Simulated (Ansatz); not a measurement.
**AlBH2 (quintet): from Hartree-Fock to the top rungs, def2-QZVPP**

One table from this session's results is given with a row withheld; the runs are named, their logs left out.

Program: Ansatz 0.2.0, Gaussian basis. Level of theory: def2-QZVPP, core rule «outside noble gas», up to 6 orbitals frozen. These are calculated values, not measurements.

The runs, in order: UHF; ROHF; CCSD(T) on UHF.

2 further runs of the same task are left out: 2 set aside as unsound or not needed.

## The geometry

The geometry is a PBE0/def2-TZVP stationary point (not a proven minimum) of the parent state, kept for this charge and spin.

4 atoms, charge 0, spin multiplicity 5.

Atoms are counted from 1 here; the program's logs count them from 0.

Bond lengths: B1–Al2 2.079 Å, Al2–H3 1.585 Å, Al2–H4 1.585 Å. Angles: B1–Al2–H3 117.0°, B1–Al2–H4 117.0°, H3–Al2–H4 125.9°.

The first run:

File in.yaml:

```yaml
crystal:
  periodic: [false, false, false]
  atoms:
    - {symbol: B, position_ang: [0.000000, 0.000000, 1.551119]}
    - {symbol: Al, position_ang: [0.000000, 0.000000, -0.528209]}
    - {symbol: H, position_ang: [0.000000, -1.411327, -1.248716]}
    - {symbol: H, position_ang: [0.000000, 1.411327, -1.248716]}
basis:
  gaussian: {orbitals: "def2-QZVPP.json"}
magnetization: {spin_polarized: true, initial_magnetization: 4}
hamiltonian: {xc: hf}
output: {orbitals: {seedname: orbitals}}
```

Launch:

```sh
ansatz run in.yaml --threads 1 --pin off --events-out ev --progress --plain --max-ram 2393MiB
```

Among the steps run: UHF; ROHF; CCSD(T) on UHF.

One of the session's tables, all rows but one given; the rest of the session is left out.

```
  method  from UCCSD(T) (meV)
    ROHF                    ?
     UHF              +3540.2
    UMP2               +800.8
   UCCSD                +95.5
UCCSD(T)                    0
```

Estimate the missing values for ROHF.

**Answer.** from UCCSD(T) (meV): +3563.8. In the column «from UCCSD(T) (meV)» it is the highest.
